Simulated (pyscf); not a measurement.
Thermochemistry of product channels of HO–Si(OH)(OH)–Cl (SMILES O[Si](O)(O)Cl) + NH (SMILES [NH]) [triplet] on the triplet surface, in eV, from ωB97M-D3(BJ)/def2-TZVP energies (ideal gas, 1 atm, RRHO with modes under 100 cm⁻¹ raised to 100, one conformer, R ln 2 for chiral ones without a mode under 150 cm⁻¹). Structures and frequencies: ωB97X-D3(BJ)/def2-SVP in PySCF.

```json
[
 {"products": ":N–Si(OH)(OH)–OH (SMILES [N][Si](O)(O)O) [triplet] + HCl (SMILES Cl)", "ΔE": "(withheld)", "ΔH(298 K)": "+0.81", "ΔG(900 K)": "+0.71", "ΔG(1200 K)": "(withheld)"},
 {"products": "•HN–Si(OH)(OH)–OH (SMILES [NH][Si](O)(O)O) + Cl• (SMILES [Cl])", "ΔE": "+0.94", "ΔH(298 K)": "+1.02", "ΔG(900 K)": "+1.13", "ΔG(1200 K)": "+1.16"}
]
```

### Question
What belongs in the gaps?

### Answer

- :N–Si(OH)(OH)–OH (SMILES [N][Si](O)(O)O) [triplet] + HCl (SMILES Cl), ΔE: +0.82
- :N–Si(OH)(OH)–OH (SMILES [N][Si](O)(O)O) [triplet] + HCl (SMILES Cl), ΔG(1200 K): +0.68

These are energies of the channels, which say nothing of barriers. Left out: orbital degeneracy and the spin-orbit lowering of Cl.
